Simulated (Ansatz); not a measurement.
System: α-phase Ga. Method: BLYP in Ansatz (plane waves, PAW).

Settings: plane-wave cutoff 520 eV, 14×14×12 k mesh (along the axes of the cell as run), Fermi–Dirac smearing 0.05 eV, scalar-relativistic PAW data made under PBE.

Cell (relaxed at this level):

```yaml
crystal:
  lattice:
    - [2.39378, -3.97660, 0.00000]
    - [2.39378, 3.97660, 0.00000]
    - [0.00000, 0.00000, 4.74887]
  atoms:
    - { symbol: Ga, position: [0.15732, 0.84268, 0.91663] }
    - { symbol: Ga, position: [0.34268, 0.65732, 0.41663] }
    - { symbol: Ga, position: [0.65732, 0.34268, 0.58337] }
    - { symbol: Ga, position: [0.84268, 0.15732, 0.08337] }
```

Q: What does this level give for the bulk modulus B0 and pressure derivative B′ of the bulk modulus?

A: 
- bulk modulus B0 = 30.2 GPa
- pressure derivative B′ of the bulk modulus = 5.7

The run finds no gap.

Note: the cell is over a tenth larger than the published one: the level's own overestimate first of all, though another phase or state, or a fault of the published cell, is possible; the bulk modulus comes from volumes at which shape and atoms were relaxed.

The computed numbers hold no vibrational or temperature effects.

Ansatz is a program for electronic structure.
